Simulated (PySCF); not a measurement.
## J couplings in C4H4F2

Geometry (Å), atoms numbered from 1 in this order:
```xyz
10

F    -1.9721   -0.4314   -1.0417
C    -0.9814   -0.7824   -0.1531
C    -0.1822    0.4379    0.2467
C     1.0587    0.8436   -0.5508
C     1.2501    0.3144    0.6140
F     2.0592   -0.0966    1.5649
H    -0.3543   -1.5262   -0.6560
H    -1.4884   -1.2334    0.7078
H    -0.7946    1.2123    0.7016
H     1.4139    1.2667   -1.4561
```

Indirect spin–spin couplings were computed at B3LYP/pcJ-1 (spin–dipole term only in couplings to heteroatoms) (PySCF 2.14) on a GFN2-xTB structure, for the isolated molecule, without vibrational or relativistic corrections. Couplings are averaged over pairs made equivalent by symmetry, fast rotation or ring inversion, so a value needn't be that of the named pair in this geometry, while other rotamers aren't included; one pair stands for each set, and the list holds a selection of those of at least 0.8 Hz over up to four bonds. One-bond C–F couplings come out tens of Hz too large with common functionals.

Isotopes: 13C, 19F, 1H.

```tsv
pair	bonds	J (Hz)
F1, C2	1	-224.5
C2, C3	1	50.6
C2, H7	1	153.8
C2, H8	1	151.3
C3, C4	1	12.5
C3, C5	1	16.3
C3, H9	1	175.2
C4, C5	1	80.6
C4, H10	1	242.0
C5, F6	1	-513.3
F1, H8	2	?
C2, H9	2	7.4
C3, F6	2	?
C3, H7	2	?
C3, H10	2	?
C4, F6	2	-33.7
C5, H9	2	-6.8
F1, C4	3	?
F1, H9	3	?
C2, H10	3	-1.1
C5, H8	3	2.2
F6, H9	3	-4.6
H8, H9	3	1.6
F1, F6	4	?
F1, H10	4	5.4
F6, H8	4	?
```

Q: Estimate the withheld couplings, with signs.

A: 
- 2J(F1,H8) = 55.0 Hz (angle at C2 106°)
- 2J(C3,F6) = 15.9 Hz (angle at C5 143°)
- 2J(C3,H7) = -2.5 Hz (angle at C2 112°)
- 2J(C3,H10) = 1.4 Hz (angle at C4 145°)
- 3J(F1,C4) = 6.0 Hz (dihedral angle 90°)
- 3J(F1,H9) = 4.5 Hz (dihedral angle 59°)
- 4J(F1,F6) = 16.9 Hz
- 4J(F6,H8) = 6.3 Hz
